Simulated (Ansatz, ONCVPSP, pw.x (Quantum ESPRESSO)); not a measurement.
## From atom to crystal: ONCV potential for Si (Z = 14)

- Element: silicon (Si)
- Generator: ONCVPSP 4.0.1.1 (patched build)
- Type: optimised norm-conserving Vanderbilt (ONCV)
- Functional: PBE
- Relativity: scalar-relativistic
- Frozen core: [Ne]
- Valence charge: 4
- Reference configuration: 3s2 3p2
- Partial waves: 3s: rc 1.35 bohr, ncon 3, nbas 7, qcut 4.5 1/bohr, 1 projector; 3p: rc 1.70 bohr, ncon 3, nbas 7, qcut 5.8 1/bohr, 2 projectors, debl 2 Ha; d scattering state at 0.04 Ha: rc 1.30 bohr, ncon 4, nbas 8, qcut 6.9 1/bohr, local
- Local potential: the d channel
- Core correction: Teter function fitted to the true core (icmod 2), fcfact 0.35

Crystal test: diamond Si in pw.x 7.5, no spin, 8³ k-points, Fermi–Dirac smearing 0.01 Ry, cutoffs 110/440 Ry. The reference is all-electron LAPW (Ansatz 0.2.0) with the same functional, mesh and smearing; V0 and B0 come from Birch–Murnaghan fits to the pressures at five volumes. Errors are pseudo minus all-electron; Δ is the rms difference of the E(V) curves that follow from these fits, minima aligned, over ±6 % about the mean V0. Mesh and smearing are coarse, so the numbers serve the comparison and aren't converged zero-temperature values; the lattice is a test structure that the element need not adopt.

All-electron: a0 = 5.469 Å (V0 = 20.45 Å³/atom), B0 = 88.5 GPa.

**Question.** How far does the potential miss the all-electron equation of state?

**Answer.** mean pressure error (GPa): -0.52; a0 (Å): 5.459; a0 error (%): -0.20; B0 error (%): -0.2; Δ (meV/atom): 2.3. The generator flags a localised state at positive energy (s at 40 eV).

```csv
V (Å³/atom),P all-electron (GPa),P pseudo (GPa)
19.440,5.01,4.36
19.951,2.31,1.74
20.463,-0.05,-0.57
20.975,-2.12,-2.58
21.486,-3.93,-4.34
```

**Question.** At the middle volume, how do free energy and pressure move when the wave cutoff is lowered (ecutrho kept at four times it)?

**Answer.**

```csv
cutoff (Ry),shift of F (meV/atom),shift of P (GPa)
50,+5.9,-0.05
66,+3.8,+0.02
88,+2.0,-0.05
```

The run at the middle volume (29 k-points, 7 iterations) took about 57 s on one core of a shared host (Neoverse-N1, 64 threads, 124 GiB, load 59).
